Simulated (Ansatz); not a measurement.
Cost and result for the atomization energy of CH₅AlO (8 atoms, 8 bonds).

| atom | x (Å) | y (Å) | z (Å) |
| --- | --- | --- | --- |
| O1 | 0.5807 | -0.0787 | 0.9099 |
| C2 | -0.7092 | 0.5269 | 0.3849 |
| Al3 | 0.1090 | -0.6838 | -0.8989 |
| H4 | 1.2468 | 0.5981 | 1.0565 |
| H5 | -0.5937 | 1.6058 | 0.2975 |
| H6 | -1.4878 | 0.2750 | 1.1002 |
| H7 | 1.1113 | -0.0192 | -1.9367 |
| H8 | -0.2571 | -2.2240 | -0.9132 |

Charge 0, multiplicity 1. The bonds changed during the relaxation, so this is another structure than the one it started from. The geometry is a stationary point of PBE0-D4/def2-TZVP. It is one conformer, not always the lowest. Program: Ansatz. All runs use 2 threads of an Arm Neoverse V2 on a shared host. Times are those of one run each, without the atoms' runs, and a repeat can differ threefold. Electronic energies, without spin–orbit coupling; frozen cores. CCSD(T)/CBS adds CCSD(T) − MP2 in def2-TZVPP to the MP2 limit, and its time is that of the two runs behind it. T1 = 0.011. B3LYP takes the VWN-RPA correlation (the form of Gaussian; ORCA's B3LYP/G). HSE06 is the plane-wave form, built on full-range PBE exchange.

CCSD(T)/CBS is a level of theory with its own doubt, some kJ/mol a heavy atom from the limit and from the frozen cores, so smaller differences don't rank the functionals.

| level | functions | wall time |
| --- | --- | --- |
| LDA (SPW92)/def2-TZVPP | 174 | 0.9 s |
| CCSD(T)/def2-SVP | 71 | 0.95 s |
| PBE0-D4/def2-TZVPP | 174 | 1.8 s |
| PBE-D4/def2-TZVPP (with forces) | 174 | 1.9 s |
| HSE06-D4/def2-TZVPP | 174 | 1.9 s |
| BHLYP-D4/def2-TZVPP | 174 | 1.9 s |
| B3LYP-D4/def2-TZVPP (with forces) | 174 | 2.3 s |
| r2SCANh-D4/def2-TZVPP | 174 | 3.4 s |
| r2SCAN-D4/def2-TZVPP (with forces) | 174 | 3.6 s |
| B97M-V/def2-TZVPP | 174 | 6.5 s |
| MP2/def2-QZVPP | 334 | 9.5 s |
| CCSD(T)/def2-TZVPP | 174 | 21 s |
| CCSD(T)/CBS(def2) | – | 30 s |

Task: What atomization energy does each give, and how far from CCSD(T)/CBS? (An estimate is asked.)

Result: The calculation gave: 
| level | atomization (kcal/mol) | difference from CCSD(T)/CBS | per bond |
| --- | --- | --- | --- |
| LDA (SPW92)/def2-TZVPP | 697.3 | 81.4 | 10.2 |
| CCSD(T)/def2-SVP | 580.9 | -35.0 | -4.4 |
| PBE0-D4/def2-TZVPP | 607.9 | -8.0 | -1.0 |
| PBE-D4/def2-TZVPP (with forces) | 618.1 | 2.2 | 0.3 |
| HSE06-D4/def2-TZVPP | 608.3 | -7.6 | -1.0 |
| BHLYP-D4/def2-TZVPP | 594.9 | -21.0 | -2.6 |
| B3LYP-D4/def2-TZVPP (with forces) | 612.2 | -3.7 | -0.5 |
| r2SCANh-D4/def2-TZVPP | 610.9 | -5.0 | -0.6 |
| r2SCAN-D4/def2-TZVPP (with forces) | 615.0 | -0.9 | -0.1 |
| B97M-V/def2-TZVPP | 619.5 | 3.6 | 0.4 |
| MP2/def2-QZVPP | 615.1 | -0.8 | -0.1 |
| CCSD(T)/def2-TZVPP | 599.7 | -16.2 | -2.0 |
| CCSD(T)/CBS(def2) | 615.9 | 0.0 | 0.0 |

From BLYP to BHLYP (50 % exact exchange), in def2-TZVPP and without D4, the atomization energy moves by −12.9 kcal/mol: exact exchange takes away binding that semilocal exchange gives to molecules. The D4 term adds +4.2 kcal/mol with B3LYP and +2.1 kcal/mol with PBE0; it sums over pairs of atoms, weighted by their polarisabilities, and B3LYP, whose exchange is more repulsive, gets the larger term. At CCSD(T), def2-SVP lies −35.0 kcal/mol from the extrapolated value and def2-TZVPP −16.2 kcal/mol: correlation converges slowly with the basis, and small sets miss more of it in the bonded molecule than in its fragments.
